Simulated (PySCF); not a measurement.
# CH8Si2: the cost of one run

Program: PySCF 2.14.0. Level of theory: levels as typed in each script, gas phase, geometry from GFN2-xTB. These are calculated values, not measurements.

### Step 1. Where the work starts

11 atoms, charge 0, spin multiplicity 1.

Bond lengths: Si1–C2 1.898 Å, Si1–H4 1.467 Å, Si1–H5 1.464 Å, Si1–H6 1.464 Å, C2–Si3 1.898 Å, C2–H7 1.091 Å, C2–H8 1.091 Å, Si3–H9 1.467 Å, Si3–H10 1.464 Å, Si3–H11 1.464 Å. Angles: C2–Si1–H4 109.6°, C2–Si1–H5 109.9°, C2–Si1–H6 109.9°, H4–Si1–H5 109.0°, H4–Si1–H6 108.8°, H5–Si1–H6 109.6°, Si1–C2–Si3 115.6°, Si1–C2–H7 108.7°, Si1–C2–H8 108.7°, Si3–C2–H7 108.7°, Si3–C2–H8 108.7°, H7–C2–H8 105.9°, C2–Si3–H9 109.6°, C2–Si3–H10 109.9°, C2–Si3–H11 109.9°, H9–Si3–H10 109.0°, H9–Si3–H11 108.8°, H10–Si3–H11 109.6°.

Coordinates:

```xyz
11
CH8Si2
Si   -1.6062    0.1870    0.0003
C     0.0000   -0.8250    0.0000
Si    1.6062    0.1870   -0.0003
H    -2.7591   -0.7204   -0.0023
H    -1.6643    1.0294    1.1968
H    -1.6647    1.0295   -1.1962
H     0.0001   -1.4822    0.8705
H    -0.0001   -1.4822   -0.8707
H     2.7591   -0.7204    0.0022
H     1.6643    1.0295   -1.1968
H     1.6647    1.0294    1.1963
```

### Step 2. Localised orbitals (B3LYP/def2-svp)

File input.py:

```python
import numpy as np
from pyscf import gto, scf, dft, lo
from pyscf.data.elements import chemcore

def solve(mol, dm0=None, hcore=None):
    mf = (dft.UKS if mol.spin else dft.RKS)(mol, xc='b3lyp')
    mf.grids.level = 3
    mf = mf.density_fit(auxbasis='def2-universal-jkfit')
    mf.conv_tol, mf.max_cycle = 1e-8, 80
    if hcore is not None:
        mf.get_hcore = lambda *args: hcore
    mf.kernel(dm0)
    if not mf.converged:
        mf = mf.newton().run(mf.mo_coeff, mf.mo_occ, max_cycle=30)
    assert mf.converged, 'SCF not converged'
    return mf

mol = gto.M(atom='''
Si    -1.60622     0.18705     0.00026
C      0.00000    -0.82498     0.00002
Si     1.60621     0.18705    -0.00027
H     -2.75914    -0.72042    -0.00232
H     -1.66429     1.02937     1.19684
H     -1.66468     1.02948    -1.19622
H      0.00012    -1.48224     0.87054
H     -0.00012    -1.48217    -0.87068
H      2.75913    -0.72042     0.00224
H      1.66429     1.02947    -1.19677
H      1.66469     1.02937     1.19629
''', basis='def2-svp', charge=0, spin=0, verbose=4)
mf = solve(mol)
occ_all = mf.mo_coeff[:, mf.mo_occ > 0]
occ = occ_all[:, chemcore(mol):]
loc = lo.ibo.ibo(mol, occ, iaos=lo.iao.iao(mol, occ_all))
fock, s = mf.get_fock(), mf.get_ovlp()
ortho = lo.orth_ao(mol, 'meta_lowdin')
ortho = lo.vec_lowdin(lo.iao.iao(mol, occ_all), s)
labels = lo.iao.reference_mol(mol).ao_labels(fmt=None)
vir = lo.vvo.livvo(mol, occ_all, mf.mo_coeff[:, mf.mo_occ == 0])
both = np.hstack([loc, vir])
p = (ortho.T @ s @ both) ** 2
pop = np.array([p[[l[0] == a for l in labels]].sum(0) for a in range(mol.natm)])
spd = np.array([[p[[l[0] == a and l[2][-1] == k for l in labels]].sum(0) for k in 'spd'] for a in range(mol.natm)])
eps = np.einsum('pi,pq,qi->i', both, fock, both)
for i in np.argsort(eps):
    top = np.argsort(-pop[:, i])[:3]
    print('%3d %s %9.4f Eh ' % (i + 1, 'occ' if i < loc.shape[1] else 'vir', eps[i]), '  '.join('%s%d %.3f' % (mol.atom_symbol(a), a + 1, pop[a, i]) for a in top))
np.savez('result.npz', c=both, nocc=loc.shape[1], pop=pop, spd=spd, eps=eps, e=mf.e_tot)
```

Command:

```sh
$ OMP_NUM_THREADS=1 python input.py
```

Q: Estimate wall time and peak memory on 1 thread of Arm Neoverse V2, shared host.

About 8.3 s, with a peak of 0.41 GiB.
